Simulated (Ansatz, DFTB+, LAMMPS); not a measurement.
# Ladder of methods for the longitudinal phonon frequency at X of fcc Cu

Reference value: 240 cm⁻¹ (measured, temperature not stated, no zero-point or thermal correction; as tabulated in He et al. (2014), arXiv:1309.4805).

Put these levels in order of the longitudinal phonon frequency at X that they give for fcc Cu, smallest first: EAM Cu_u6.eam (LAMMPS), GFN1-xTB as cut by DFTB+, PBE (Ansatz, a first-principles code), PBE-D3(BJ) (Ansatz), r²SCAN (Ansatz).

GFN1-xTB as cut by DFTB+ (152 cm⁻¹), PBE (238 cm⁻¹), r²SCAN (254 cm⁻¹), EAM Cu_u6.eam (258 cm⁻¹), PBE-D3(BJ) (270 cm⁻¹)

Unless a cell is named, each level is at its own relaxed cell (EAM Cu_u6.eam 11.81, GFN1-xTB as cut by DFTB+ 13.63, PBE 11.95, PBE-D3(BJ) 11.31, r²SCAN 11.44 Å³/atom).

Differences against the reference: EAM Cu_u6.eam +7.5 %, GFN1-xTB as cut by DFTB+ -37 %, PBE -0.8 %, PBE-D3(BJ) +12.5 %, r²SCAN +5.8 %.

The measured value isn't corrected to a static lattice, so vibrations enter the comparison.  GFN1-xTB as cut by DFTB+: the method was fitted mainly to molecules. GFN1-xTB as cut by DFTB+: codes differ in how they cut the long-range tail of xTB's charge interaction in a crystal, so the value belongs to this code. PBE-D3(BJ): the dispersion coefficients are held fixed in the derivatives. Each level is taken at its own relaxed cell. Cutoffs differ between the levels. Ansatz's density-functional and Hartree–Fock values are scalar-relativistic unless marked +SOC, with PAW data made under PBE.

Empirical potentials (EAM Cu_u6.eam) are fitted to chosen data: where that held the value shown, agreement is built in, and what lay outside the fit can be far off.

Differences are worked out from the printed values.
